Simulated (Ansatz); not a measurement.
The same path of BClH₄ (6 atoms, charge 0, multiplicity 1) was run twice with different band settings. Lost on the way: B1–H2, Cl5–H6. Made: B1–Cl5, H2–H6.

Theory: RKS PBE0/def2-SVP in Ansatz.

Relaxed end points:

```xyz
6
Properties=species:S:1:pos:R:3
B 0.033 0.143 0.023
H 0.165 0.741 1.067
H 0.958 0.127 -0.755
H -1.083 -0.068 -0.394
Cl 0.434 -1.964 0.873
H -0.378 -1.903 1.875
```

```xyz
6
Properties=species:S:1:pos:R:3
B 0.096 -0.593 -0.534
H -0.228 0.393 2.334
H 1.048 0.143 -0.531
H -1.039 -0.211 -0.651
Cl 0.377 -2.303 -0.380
H -0.125 -0.352 2.453
```

Common settings: movable images 5; climbing image yes; spring 5.0 eV/Å²; optimiser quadratic models (default); force threshold 0.05 eV/Å; iteration limit 60; end points relaxed.

| run | start path |
| --- | --- |
| 1 | through a guess of the saddle point |
| 2 | straight line |

Task: What does each run give, and how far can it be trusted?

Result: Run 1: converged after 10 iterations, highest image 0.229 eV above the first end. A vibrational analysis at the climbing image gives one clearly imaginary mode, 488i cm⁻¹: a first-order saddle point.
Run 2: converged after 20 iterations, highest image 0.229 eV above the first end. Another band between the same ends (5 images) ends at a top of the same energy, where a vibrational analysis finds 1 clearly imaginary mode.
The orbitals stay closed-shell, which can raise the energy where a bond breaks towards radicals; this wasn't checked here.
